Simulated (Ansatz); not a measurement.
Ga2O3 (C2/m, No. 12), treated with r²SCAN+rVV10 (Ansatz, a first-principles code, PAW).

Run with plane-wave cutoff 560 eV, 12×12×6 k mesh (along the axes of the cell as run), Fermi–Dirac smearing 0.01 eV, scalar-relativistic PAW data made under PBE.

Computed at the level's own relaxed cell.

Task: Estimate the band gap and smallest direct gap on the k points sampled that the calculation returns.

Result: 
- band gap: 3.06 eV (indirect)
- smallest direct gap on the k points sampled: 3.09 eV

Measured, for comparison: band gap 4.85 ± 0.1 eV (room temperature, not corrected to a static lattice, ARPES, indirect, as cited; as tabulated in Mengle et al. (2016), arXiv:1902.02681).

Spin–orbit coupling is not included.

Static lattice: no zero-point or thermal effects.
